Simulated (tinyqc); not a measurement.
Inside a calculation. Method: CISD on RHF in the sto-6g basis, frozen core, for OH-, spin multiplicity 1. The basis has no diffuse functions, so it cannot describe the extra electron: this is an exercise in the method, not the real anion. One step of it, computed by the program tinyqc.

Task: CISD: determinants and Hamiltonian. Slater-Condon rules over spin orbitals, with the nuclear repulsion and the energy of the frozen orbital added and E(HF) subtracted on the diagonal. Only determinants linked to the reference directly or through others are kept (one block of an abelian symmetry group), so some states are absent.

one-electron integrals dressed by the frozen orbital, h + 2 (pq|11) - (p1|1q) (hartree):
```
           2          3          4          5          6
2  -5.114822   0.314521   0.000000   0.000000  -0.366276
3   0.314521  -3.404365   0.000000   0.000000  -0.977931
4   0.000000   0.000000  -4.629306   0.000000   0.000000
5   0.000000   0.000000   0.000000  -4.629306   0.000000
6  -0.366276  -0.977931   0.000000   0.000000  -3.935504
```

energy of the frozen orbital, 2 h_11 + (11|11) = -59.84345703 hartree

Two-electron integrals over orbitals (pq|rs), unique and non-zero (hartree); the lowest 1 orbital is frozen and left out:
```
(22|22) 0.760065    (32|22) -0.071742   (32|32) 0.095275    (33|22) 0.516117
(33|32) 0.035099    (33|33) 0.610672    (42|42) 0.164519    (43|42) -0.032777
(43|43) 0.021720    (44|22) 0.784813    (44|32) -0.085858   (44|33) 0.497441
(44|44) 0.880663    (52|52) 0.164519    (53|52) -0.032777   (53|53) 0.021720
(54|54) 0.047461    (55|22) 0.784813    (55|32) -0.085858   (55|33) 0.497441
(55|44) 0.785741    (55|55) 0.880663    (62|22) 0.058068    (62|32) 0.063361
(62|33) 0.005374    (62|44) 0.063871    (62|55) 0.063871    (62|62) 0.116672
(63|22) 0.180018    (63|32) -0.090854   (63|33) -0.045093   (63|44) 0.189925
(63|55) 0.189925    (63|62) 0.009835    (63|63) 0.188387    (64|42) 0.024440
(64|43) 0.016677    (64|64) 0.037958    (65|52) 0.024440    (65|53) 0.016677
(65|65) 0.037958    (66|22) 0.679276    (66|32) -0.007798   (66|33) 0.581637
(66|44) 0.673073    (66|55) 0.673073    (66|62) 0.068690    (66|63) 0.095604
(66|66) 0.702640
```

nuclear repulsion = 3.08109002 hartree

Hartree-Fock energy = -74.75086748 hartree

Give: determinants; H - E(HF) between determinants.

Result:

Occupation strings over the orbitals (2 doubly, a alpha, b beta, 0 empty; spin orbitals ordered 1a 1b 2a 2b ...): 222220 22a22b 2a222b 22b22a 2b222a 222202 222022 220222 2ab222 2ba222 202222

H - E(HF) between determinants (hartree):
```
        222220  22a22b  2a222b  22b22a  2b222a  222202  222022  220222
222220   0.000   0.000   0.000   0.000   0.000   0.038   0.038   0.188
22a22b   0.000   0.415   0.018  -0.188  -0.010  -0.017  -0.017   0.141
2a222b   0.000   0.018   0.943  -0.010  -0.117  -0.024  -0.024   0.091
22b22a   0.000  -0.188  -0.010   0.415   0.018   0.017   0.017  -0.141
2b222a   0.000  -0.010  -0.117   0.018   0.943   0.024   0.024  -0.091
222202   0.038  -0.017  -0.024   0.017   0.024   0.455   0.047   0.022
222022   0.038  -0.017  -0.024   0.017   0.024   0.047   0.455   0.022
220222   0.188   0.141   0.091  -0.141  -0.091   0.022   0.022   0.980
2ab222  -0.010  -0.091   0.084   0.063  -0.063   0.033   0.033  -0.061
2ba222   0.010   0.063  -0.063  -0.091   0.084  -0.033  -0.033   0.061
202222   0.117  -0.063   0.011   0.063  -0.011   0.165   0.165   0.095

        2ab222  2ba222  202222
222220  -0.010   0.010   0.117
22a22b  -0.091   0.063  -0.063
2a222b   0.084  -0.063   0.011
22b22a   0.063  -0.091   0.063
2b222a  -0.063   0.084  -0.011
222202   0.033  -0.033   0.165
222022   0.033  -0.033   0.165
220222  -0.061   0.061   0.095
2ab222   1.315  -0.095   0.046
2ba222  -0.095   1.315  -0.046
202222   0.046  -0.046   1.989
```
